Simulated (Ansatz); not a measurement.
# Multireference treatment of CH3NO, singlet

Program: Ansatz, Gaussian basis, development build. Basis aug-cc-pVTZ, nonrelativistic, no frozen core. State-specific CASSCF; RHF is the lowest restricted (open-shell) Hartree–Fock solution met. Solutions may break the symmetry of the shape. The lowest solution met needn't be the lowest there is, nor hold the orbitals that a chemist would pick.

Geometry:

```xyz
6

C     0.0000    0.4165    0.0000
O     1.1988    0.2320    0.0000
N    -0.9396   -0.5570    0.0000
H    -0.4440    1.4260    0.0000
H    -0.6500   -1.5170    0.0000
H    -1.9170   -0.3430    0.0000
```

What do CASSCF and its corrections give against RHF in CAS(4,3), and what are the occupations?

CASSCF -0.753 eV, SC-NEVPT2 -17.892 eV; occupations 2.00, 1.95, 0.05.

Roughly how much CPU time does a whole run from the default start take (median of such runs, summed over threads; nearly all runs on one pinned thread of a shared server, mostly Xeon at 2.3 to 2.6 GHz, by a development driver)?

CAS(4,3): about 43 s. Other jobs ran beside these, and the count of passes differs.
